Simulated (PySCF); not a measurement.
Worked example for 2-chloroethyl methyl ether: ionisation energy to the radical cation

Structure: `COCCCl` (C3H7ClO).

Computed at ωB97X-D3(BJ)/ma-def2-TZVP // PBE0-D3(BJ)/def2-SVP with PySCF (density fitting, grid level 2). ωB97X-D3(BJ) is ωB97X-V with D3(BJ) in place of VV10. Zero-point energies come from unscaled PBE0-D3(BJ)/def2-SVP harmonic frequencies.

```tsv
state	structure	E / Eh
parent	parent	-654.116427
radical cation	parent	-653.742100
radical cation	radical cation	-653.751871
parent	radical cation	-654.103199
```

Zero-point energy of the radical cation less that of the parent: -0.063 eV. 1 Eh = 27.2114 eV.

Task: Work out the vertical and adiabatic ionisation energy.

Result: Vertical: (-653.742100) − (-654.116427) = 0.374327 Eh = 10.19 eV. Adiabatic: 0.364556 Eh = 9.920 eV, and 9.86 eV with zero-point energy.

Task: And the inner reorganisation energy of self-exchange?

Result: The radical cation relaxes by 265.9 meV and the parent by 359.9 meV, so λ = 626 meV.

Known limits: spin-orbit coupling is left out of the energies, which matters for open shells on the heavier atoms.
